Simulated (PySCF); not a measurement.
# Working out the electron affinity of C

C⁻ [He] 2s2 2p3 (4S) → C [He] 2s2 2p2 (3P). Computed with PySCF 2.14 in dyall-av3z (15s9p3d2f, 71 functions), with the non-relativistic Hamiltonian (point nucleus). Frozen: 1s2; the 14 highest virtual orbitals dropped. Energies in hartree (1 hartree = 27.21139 eV):

| part | C⁻ (lower) | C (upper) |
| --- | --- | --- |
| UHF | -37.710259 | -37.693634 |
| CCSD correlation | -0.114980 | -0.089408 |
| (T) | -0.004925 | -0.002238 |

Question: What does Hartree-Fock give?

Answer: (-37.693634) − (-37.710259) = 0.016625 hartree = 0.452 eV.

Question: What do CCSD and CCSD(T) give?

Answer: The CCSD correlation energies differ by 0.025572 hartree = 0.696 eV and the triples by 0.002687 hartree = 0.073 eV, so CCSD gives 1.148 eV and CCSD(T) 1.221 eV.

A first-order spin-orbit estimate adds -0.004 eV to CCSD(T) (valence), giving 1.217 eV against 1.262 eV (measured; photodetachment measurements, as compiled on the Wikipedia data page of electron affinities).

What remains against the reference includes basis incompleteness, the frozen core and higher excitations.
